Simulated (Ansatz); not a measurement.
# CHSi (doublet): one geometry, many settings at distance C2–H3 = 1.079 Å

Aim: run CHSi (doublet) at one geometry under a spread of methods and options, and see what each costs and gives.

Program: Ansatz 0.2.0, Gaussian basis. Level of theory: the settings change from run to run. These are calculated values, not measurements.

16 further runs of the same task are left out: 10 that didn't finish, 6 set aside as unsound or not needed.

## Step 1: What is computed

The geometry derives from a PBE0/def2-TZVP stationary point (not a proven minimum). One bond is set to the value named and the two fragments are kept rigid.

3 atoms, charge 0, spin multiplicity 2.

Atoms are counted from 1 here; the program's logs count them from 0.

Bond lengths: Si1–C2 1.682 Å, C2–H3 1.079 Å. Angles: Si1–C2–H3 180.0°.

## Step 2: CASSCF(1,5)/cc-pVDZ

File in.yaml:

```yaml
crystal:
  periodic: [false, false, false]
  atoms:
    - {symbol: Si, position_ang: [0.000000, 0.000000, 1.481442]}
    - {symbol: C, position_ang: [0.000000, 0.000000, -0.201009]}
    - {symbol: H, position_ang: [0.000000, 0.000000, -1.280432]}
basis:
  gaussian: {orbitals: cc-pVDZ}
magnetization: {spin_polarized: false, initial_magnetization: 1}
correlation: {active_space: {window: {electrons: 1, orbitals: 5}, states: [{multiplicity: 2, weights: [1, 0.5, 1]}], root: 1}}
scf: {lower_state_search: off}
```

The run is started by

```bash
$ ansatz run in.yaml --threads 1 --pin off --events-out ev --progress --plain --max-ram 2393MiB
```

The program printed:

```text
Functional definition: HF
  name "HF"
  cite "Fock, Z. Phys. 61, 126 (1930) doi:10.1007/BF01340294"
  parent pbe
  exchange = exact_x
  correlation = 0
these checks for a lower state are left out or cut short: stability, starts, cluster_reference, orbital_swaps, neighbouring_geometries, increment
662 factors; integrals over basis functions are off by at most 1.5e-7 eV
mean field evaluation 1: about -8903.8765 eV, gradient 1.7e1 eV
mean field evaluation 2: about -8903.8792 eV, gradient 1.7e1 eV
mean field evaluation 4: about -8904.8967 eV, gradient 2.7e0 eV
mean field evaluation 8: about -8904.9391 eV, gradient 7.9e-3 eV
mean field -8904.93909383 eV, -327.2504757137 hartree, gradient 2.0e-6 eV, S^2 0.750000; 0 other end points of the search recorded, 0 dependent functions left out
reference -8904.93909383 eV, -327.2504757137 hartree; 11, 10 occupied and 26, 27 virtual orbitals, 662 factors
state -8904.74897562 eV, -327.2434889982 hartree
state -8900.44484841 eV, -327.0853152409 hartree
state -8899.71512345 eV, -327.0584983434 hartree
Total energy: -8900.44484841 eV, -327.0853152409 hartree
Checks for a lower state left out: stability, starts, cluster_reference, orbital_swaps, neighbouring_geometries, increment
```

It took 0.42 s on 1 thread of Arm Neoverse V1, shared host.

From the report: 5 determinants; active occupations (of the averaged states) 0.40, 0.40, 0.20, 0.00, 0.00.

## Step 3: CASSCF(9,7)/def2-mTZVP

File in.yaml:

```yaml
crystal:
  periodic: [false, false, false]
  atoms:
    - {symbol: Si, position_ang: [0.000000, 0.000000, 1.481442]}
    - {symbol: C, position_ang: [0.000000, 0.000000, -0.201009]}
    - {symbol: H, position_ang: [0.000000, 0.000000, -1.280432]}
basis:
  gaussian: {orbitals: def2-mTZVP}
magnetization: {spin_polarized: false, initial_magnetization: 1}
correlation: {active_space: {window: {electrons: 9, orbitals: 7}}}
output: {forces: true}
```

Launched as before.

The program printed, shortened:

```text
Functional definition: HF
  name "HF"
  cite "Fock, Z. Phys. 61, 126 (1930) doi:10.1007/BF01340294"
  parent pbe
[...]
393 factors; integrals over basis functions are off by at most 1.3e-3 eV
[...]
mean field -8905.15056831 eV, -327.2582472575 hartree, gradient 2.4e-6 eV, S^2 0.750000; 4 other end points of the search recorded, 0 dependent functions left out
reference -8905.15056831 eV, -327.2582472575 hartree; 11, 10 occupied and 33, 34 virtual orbitals, 393 factors
state -8906.53534063 eV, -327.3091367017 hartree
[...]
Total energy: -8906.53534063 eV, -327.3091367017 hartree
Atom 0 at     0.000000     0.000000     1.481442 Å, force     0.000000     0.000000     0.514518 eV/Å
Atom 1 at     0.000000     0.000000    -0.201009 Å, force    -0.000000    -0.000000    -0.999598 eV/Å
Atom 2 at     0.000000     0.000000    -1.280432 Å, force     0.000000     0.000000     0.485080 eV/Å
Dipole moment:     0.000000    -0.000000    -0.086541 e Å
```

It took 1.6 s on 1 thread of Arm Neoverse V1, shared host.

From the report: 735 determinants; active occupations 2.00, 2.00, 1.95, 1.90, 0.99, 0.10, 0.06.

## Step 4: CISD/cc-pVDZ

in.yaml: that of step 3 with these lines changed.

```diff
@@ -7,5 +7,7 @@
 basis:
-  gaussian: {orbitals: def2-mTZVP}
+  gaussian: {orbitals: cc-pVDZ}
 magnetization: {spin_polarized: false, initial_magnetization: 1}
-correlation: {active_space: {window: {electrons: 9, orbitals: 7}}}
+correlation: {active_space: {ras: {orbitals: [10, 1, 26], electrons: 21, max_holes: 2, max_particles: 2}, fixed_orbitals: true}}
+accuracy: high
+scf: {lower_state_search: light}
 output: {forces: true}
```

The command is unchanged.

The program printed, shortened:

```text
Functional definition: HF
  name "HF"
  cite "Fock, Z. Phys. 61, 126 (1930) doi:10.1007/BF01340294"
  parent pbe
[...]
717 factors; integrals over basis functions are off by at most 2.8e-9 eV
[...]
mean field -8904.93909388 eV, -327.2504757156 hartree, gradient 6.4e-8 eV, S^2 0.750000; 6 other end points of the search recorded, 0 dependent functions left out
reference -8904.93909388 eV, -327.2504757156 hartree; 11, 10 occupied and 26, 27 virtual orbitals, 717 factors
state -8910.59962880 eV, -327.4584965370 hartree
[...]
Total energy: -8910.59962880 eV, -327.4584965370 hartree
Atom 0 at     0.000000     0.000000     1.481442 Å, force    -0.000000    -0.000000     0.712620 eV/Å
Atom 1 at     0.000000     0.000000    -0.201009 Å, force     0.000000     0.000000    -0.388710 eV/Å
Atom 2 at     0.000000     0.000000    -1.280432 Å, force     0.000000    -0.000000    -0.323910 eV/Å
Dipole moment:     0.000000    -0.000000    -0.064923 e Å
```

It took 25 s on 1 thread of Arm Neoverse V1, shared host.

From the report: 48,649 determinants.

## Step 5: CCSD(T)/def2-SVPD

File in.yaml:

```yaml
crystal:
  periodic: [false, false, false]
  atoms:
    - {symbol: Si, position_ang: [0.000000, 0.000000, 1.481442]}
    - {symbol: C, position_ang: [0.000000, 0.000000, -0.201009]}
    - {symbol: H, position_ang: [0.000000, 0.000000, -1.280432]}
basis:
  gaussian: {orbitals: def2-SVPD}
magnetization: {spin_polarized: false, initial_magnetization: 1}
hamiltonian: {xc: {name: PBE}}
correlation: {method: ccsd_t, electrons: all, diis_vectors: 4}
output: {forces: true}
```

The command is unchanged.

The program printed, shortened:

```text
Functional definition: PBE
  name "PBE"
  cite "Perdew, Burke & Ernzerhof, Phys. Rev. Lett. 77, 3865 (1996) doi:10.1103/PhysRevLett.77.3865"
  parent pbe
[...]
513 factors; integrals over basis functions are off by at most 1.2e-3 eV
[...]
mean field -8917.94499697 eV, -327.7284338382 hartree, gradient 1.3e-6 eV, S^2 0.750000; 7 other end points of the search recorded, 0 dependent functions left out
[...]
reference -8901.16120151 eV, -327.1116407319 hartree; 11, 10 occupied and 41, 42 virtual orbitals, 513 factors
second order -6.00113182 eV of doubles, -0.37464495 eV of singles
cycle   1  -6.50323347 eV  change   -1.3e-1 eV  update   7.7e-2
[...]
cycle  16  -6.79166513 eV  change   -3.8e-7 eV  update   6.5e-7
perturbative correction -0.32621679 eV, -0.0119882459 hartree
[...]
Total energy: -8908.27908343 eV, -327.3732180676 hartree
Atom 0 at     0.000000     0.000000     1.481442 Å, force     0.000000    -0.000000     1.053325 eV/Å
Atom 1 at     0.000000     0.000000    -0.201009 Å, force     0.000000    -0.000000    -0.704327 eV/Å
Atom 2 at     0.000000     0.000000    -1.280432 Å, force     0.000000    -0.000000    -0.348997 eV/Å
Dipole moment:    -0.000000     0.000000    -0.048777 e Å
```

Wall time 27 s (1 thread of Arm Neoverse V1, shared host); peak memory 0.28 GiB.

From the report: correlation -7.1179 eV; T1 0.014; largest double amplitude 0.10. The orbitals are Kohn-Sham ones, so correlation energy and T1 don't compare with those on Hartree-Fock orbitals.

## Step 6: BCCD(T) on ROHF/cc-pVDZ

File in.yaml:

```yaml
crystal:
  periodic: [false, false, false]
  atoms:
    - {symbol: Si, position_ang: [0.000000, 0.000000, 1.481442]}
    - {symbol: C, position_ang: [0.000000, 0.000000, -0.201009]}
    - {symbol: H, position_ang: [0.000000, 0.000000, -1.280432]}
basis:
  gaussian: {orbitals: cc-pVDZ, fitting: {mean_field: def2-universal-jkfit}, point_charges: [{charge: -0.50, position_ang: [3.622, 0.792, -0.292]}]}
magnetization: {spin_polarized: false, initial_magnetization: 1}
correlation: {method: bccd_t, electrons: all}
```

Launched as before.

The program printed, shortened:

```text
Functional definition: HF
  name "HF"
  cite "Fock, Z. Phys. 61, 126 (1930) doi:10.1007/BF01340294"
  parent pbe
[...]
221 factors; integrals over basis functions are off by at most 2.3e-1 eV
[...]
mean field -8904.99088980 eV, -327.2523791804 hartree, gradient 1.6e-6 eV, S^2 0.750000; 9 other end points of the search recorded, 0 dependent functions left out
[...]
determinant -8904.99088980 eV, -327.2523791804 hartree, with singles and doubles -8911.12434489 eV, -327.4777794978 hartree
determinant -8904.87316139 eV, -327.2480527412 hartree, with singles and doubles -8911.01743873 eV, -327.4738507688 hartree
determinant -8902.31728648 eV, -327.1541260708 hartree, with singles and doubles -8909.32748186 eV, -327.4117459994 hartree
determinant -8904.99088980 eV, -327.2523791804 hartree, with singles and doubles -8911.12485199 eV, -327.4777981333 hartree
determinant -8904.87316139 eV, -327.2480527412 hartree, with singles and doubles -8911.01798783 eV, -327.4738709477 hartree
reference -8904.99088980 eV, -327.2523791804 hartree; 11, 10 occupied and 26, 27 virtual orbitals, 221 factors
second order -5.32924296 eV of doubles, -0.04564919 eV of singles
cycle   1  -6.11709865 eV  change    1.7e-2 eV  update   1.0e-2
[...]
cycle   9  -6.12029305 eV  change   -5.1e-6 eV  update   2.1e-5
perturbative correction -0.27610475 eV, -0.0101466625 hartree
Total energy: -8911.38728760 eV, -327.4874424640 hartree
```

Run time: 5.5 s. Hardware: 1 thread of Arm Neoverse V1, shared host.

From the report: correlation -6.3964 eV; largest double amplitude 0.13.

## Step 7: BCCD(T) on UHF/cc-pVDZ

File in.yaml:

```yaml
crystal:
  periodic: [false, false, false]
  atoms:
    - {symbol: Si, position_ang: [0.000000, 0.000000, 1.481442]}
    - {symbol: C, position_ang: [0.000000, 0.000000, -0.201009]}
    - {symbol: H, position_ang: [0.000000, 0.000000, -1.280432]}
basis:
  gaussian: {orbitals: cc-pVDZ}
magnetization: {spin_polarized: true, initial_magnetization: 1}
correlation: {method: bccd_t, electrons: all}
accuracy: high
scf: {omitted_lower_state_checks: [cluster_reference]}
```

Same command.

The program printed, shortened:

```text
Functional definition: HF
  name "HF"
  cite "Fock, Z. Phys. 61, 126 (1930) doi:10.1007/BF01340294"
  parent pbe
[...]
717 factors; integrals over basis functions are off by at most 2.8e-9 eV
[...]
mean field -8905.13818068 eV, -327.2577920205 hartree, gradient 1.7e-8 eV, S^2 1.080661; 10 other end points of the search recorded, 0 dependent functions left out
reference -8905.13818068 eV, -327.2577920205 hartree; 11, 10 occupied and 26, 27 virtual orbitals, 717 factors
second order -4.79525161 eV of doubles, -0.00000000 eV of singles
cycle   1  -5.41768381 eV  change   -6.2e-1 eV  update   9.5e-2
[...]
cycle  27  -5.91547945 eV  change   6.3e-10 eV  update  9.7e-10
perturbative correction -0.27362391 eV, -0.0100554932 hartree
Total energy: -8911.32728404 eV, -327.4852373737 hartree
Checks for a lower state left out: cluster_reference
```

Run time: 4.9 s. Hardware: 1 thread of Arm Neoverse V1, shared host.

From the report: ⟨S²⟩ of the determinant 1.081 (pure doublet: 0.75); correlation -6.1891 eV; largest double amplitude 0.12.

## Step 8: CCSD/cc-pVDZ

File in.yaml:

```yaml
crystal:
  periodic: [false, false, false]
  atoms:
    - {symbol: Si, position_ang: [0.000000, 0.000000, 1.481442]}
    - {symbol: C, position_ang: [0.000000, 0.000000, -0.201009]}
    - {symbol: H, position_ang: [0.000000, 0.000000, -1.280432]}
basis:
  gaussian: {orbitals: cc-pVDZ}
magnetization: {spin_polarized: false, initial_magnetization: 1}
hamiltonian: {xc: {name: B3LYP}}
correlation: {method: ccsd, electrons: outside_noble_gas}
output: {forces: true}
```

The command is unchanged.

The program printed, shortened:

```text
Functional definition: B3LYP
  name "B3LYP"
  cite "Stephens, Devlin, Chabalowski & Frisch, J. Phys. Chem. 98, 11623 (1994) doi:10.1021/j100096a001"
  cite "Becke, Phys. Rev. A 38, 3098 (1988) doi:10.1103/PhysRevA.38.3098"
  cite "Lee, Yang & Parr, Phys. Rev. B 37, 785 (1988) doi:10.1103/PhysRevB.37.785"
  cite "Vosko, Wilk & Nusair, Can. J. Phys. 58, 1200 (1980) doi:10.1139/p80-159"
[...]
362 factors; integrals over basis functions are off by at most 9.4e-4 eV
[...]
mean field -8927.24519741 eV, -328.0702099009 hartree, gradient 4.2e-6 eV, S^2 0.750000; 2 other end points of the search recorded, 0 dependent functions left out
[...]
6 core orbitals not correlated: weight in the atoms' cores, before any rotation towards them, 1.000 or more for the frozen orbitals, at most 0.000 for the correlated occupied ones
reference -8904.66199153 eV, -327.2402923919 hartree; 5, 4 occupied and 26, 27 virtual orbitals, 362 factors
second order -5.36801242 eV of doubles, -0.21140132 eV of singles
cycle   1  -5.82342454 eV  change   -2.5e-1 eV  update   7.6e-2
[...]
cycle  15  -6.10472643 eV  change   -4.3e-7 eV  update   6.1e-7
[...]
Total energy: -8910.76671796 eV, -327.4646369503 hartree
Atom 0 at     0.000000     0.000000     1.481442 Å, force     0.000000    -0.000000     1.021021 eV/Å
Atom 1 at     0.000000     0.000000    -0.201009 Å, force     0.000000    -0.000000    -0.513022 eV/Å
Atom 2 at     0.000000     0.000000    -1.280432 Å, force    -0.000000     0.000000    -0.508000 eV/Å
Dipole moment:    -0.000000     0.000000    -0.075420 e Å
```

It took 4.7 s on 1 thread of Arm Neoverse V1, shared host.

From the report: correlation -6.1047 eV; T1 0.017; largest double amplitude 0.12. The orbitals are Kohn-Sham ones, so correlation energy and T1 don't compare with those on Hartree-Fock orbitals.

## Step 9: NEVPT4(SD)(9,5)/cc-pVDZ

File in.yaml:

```yaml
crystal:
  periodic: [false, false, false]
  atoms:
    - {symbol: Si, position_ang: [0.000000, 0.000000, 1.481442]}
    - {symbol: C, position_ang: [0.000000, 0.000000, -0.201009]}
    - {symbol: H, position_ang: [0.000000, 0.000000, -1.280432]}
basis:
  gaussian: {orbitals: cc-pVDZ, fitting: {mean_field: def2-universal-jkfit}}
magnetization: {spin_polarized: false, initial_magnetization: 1}
correlation: {method: fic_nevpt4_sd, electrons: valence, active_space: {window: {electrons: 9, orbitals: 5}}}
```

The command is unchanged.

The program printed:

```text
Functional definition: HF
  name "HF"
  cite "Fock, Z. Phys. 61, 126 (1930) doi:10.1007/BF01340294"
  parent pbe
  exchange = exact_x
  correlation = 0
221 factors; integrals over basis functions are off by at most 2.3e-1 eV
mean field evaluation 1: about -8903.8787 eV, gradient 1.7e1 eV
mean field evaluation 2: about -8904.4771 eV, gradient 1.1e1 eV
mean field evaluation 4: about -8904.9318 eV, gradient 4.9e-1 eV
mean field evaluation 8: about -8900.3398 eV, gradient 2.1e1 eV
mean field evaluation 16: about -8904.9383 eV, gradient 1.2e-6 eV
mean field evaluation 32: about -8904.9337 eV, gradient 8.5e-1 eV
mean field -8904.93830102 eV, -327.2504465787 hartree, gradient 2.4e-6 eV, S^2 0.750000; 6 other end points of the search recorded, 0 dependent functions left out
reference -8904.93830102 eV, -327.2504465787 hartree; 11, 10 occupied and 26, 27 virtual orbitals, 221 factors
state -8904.93830102 eV, -327.2504465787 hartree
state -8904.93830102 eV, -327.2504465787 hartree; corrected -8910.75485990 eV, -327.4642011748 hartree
Total energy: -8910.75485990 eV, -327.4642011748 hartree
```

Wall time 0.75 s (1 thread of Arm Neoverse V1, shared host).

From the report: 1 determinant; active occupations 2.00, 2.00, 2.00, 2.00, 1.00.

## Step 10: MP2 on ROHF/def2-SVP

File in.yaml:

```yaml
crystal:
  periodic: [false, false, false]
  atoms:
    - {symbol: Si, position_ang: [0.000000, 0.000000, 1.481442]}
    - {symbol: C, position_ang: [0.000000, 0.000000, -0.201009]}
    - {symbol: H, position_ang: [0.000000, 0.000000, -1.280432]}
basis:
  gaussian: {orbitals: def2-SVP}
magnetization: {spin_polarized: false, initial_magnetization: 1}
correlation: {method: mp2, electrons: valence}
output: {forces: true}
```

The command is unchanged.

The program printed, shortened:

```text
Functional definition: HF
  name "HF"
  cite "Fock, Z. Phys. 61, 126 (1930) doi:10.1007/BF01340294"
  parent pbe
[...]
365 factors; integrals over basis functions are off by at most 7.0e-4 eV
[...]
mean field -8901.49941945 eV, -327.1240700117 hartree, gradient 2.3e-6 eV, S^2 0.750000; 6 other end points of the search recorded, 0 dependent functions left out
[...]
6 core orbitals not correlated: weight in the atoms' cores, before any rotation towards them, 1.000 or more for the frozen orbitals, at most 0.000 for the correlated occupied ones
reference -8901.49941945 eV, -327.1240700117 hartree; 5, 4 occupied and 26, 27 virtual orbitals, 365 factors
second order -5.01587760 eV of doubles, -0.04109966 eV of singles
[...]
Total energy: -8906.55639671 eV, -327.3099104983 hartree
Atom 0 at     0.000000     0.000000     1.481442 Å, force     0.000000    -0.000000     0.659443 eV/Å
Atom 1 at     0.000000     0.000000    -0.201009 Å, force    -0.000000     0.000000    -0.350067 eV/Å
Atom 2 at     0.000000     0.000000    -1.280432 Å, force    -0.000000    -0.000000    -0.309376 eV/Å
Dipole moment:     0.000000     0.000000    -0.112094 e Å
```

Wall time 0.93 s (1 thread of Arm Neoverse V1, shared host).

## Step 11: All runs side by side

Where basis and cores are those of an earlier UCCSDT(Q)/cc-pVDZ run (-8911.1645 eV), and the state is the same kind, the miss against it is given.

| level | correlated | functions | energy (eV) | from UCCSDT(Q) (meV) | time |
| --- | --- | --- | --- | --- | --- |
| CASSCF(1,5)/cc-pVDZ (excited root 1 of an average) |  | 37 | -8900.4448 |  | 0.42 s |
| CASSCF(9,7)/def2-mTZVP |  | 44 | -8906.5353 |  | 1.6 s |
| CISD/cc-pVDZ | all | 37 | -8910.5996 |  | 25 s |
| CCSD(T)/def2-SVPD (on PBE orbitals) | all | 52 | -8908.2791 |  | 27 s |
| BCCD(T) on ROHF/cc-pVDZ (beside a point charge) | all | 37 | -8911.3873 |  | 5.5 s |
| BCCD(T) on UHF/cc-pVDZ | all | 37 | -8911.3273 |  | 4.9 s |
| CCSD/cc-pVDZ (on B3LYP orbitals) | outside noble gas | 37 | -8910.7667 | 397.8 | 4.7 s |
| NEVPT4(SD)(9,5)/cc-pVDZ | valence | 37 | -8910.7549 |  | 0.75 s |
| MP2 on ROHF/def2-SVP | valence | 37 | -8906.5564 |  | 0.93 s |

## Step 12: Outcome

```
quantity                                                       value
    runs                                                           9
quickest  CASSCF(1,5)/cc-pVDZ (excited root 1 of an average), 0.42 s
 slowest                   CCSD(T)/def2-SVPD (on PBE orbitals), 27 s
```

Total energies in different bases, with other cores or another treatment of relativity can't be set against each other. CCSD(T)/def2-SVPD (on PBE orbitals) took 63 times as long as CASSCF(1,5)/cc-pVDZ (excited root 1 of an average); the jobs differ in more than the method. Cores frozen from Kohn-Sham orbitals shift the total energy.
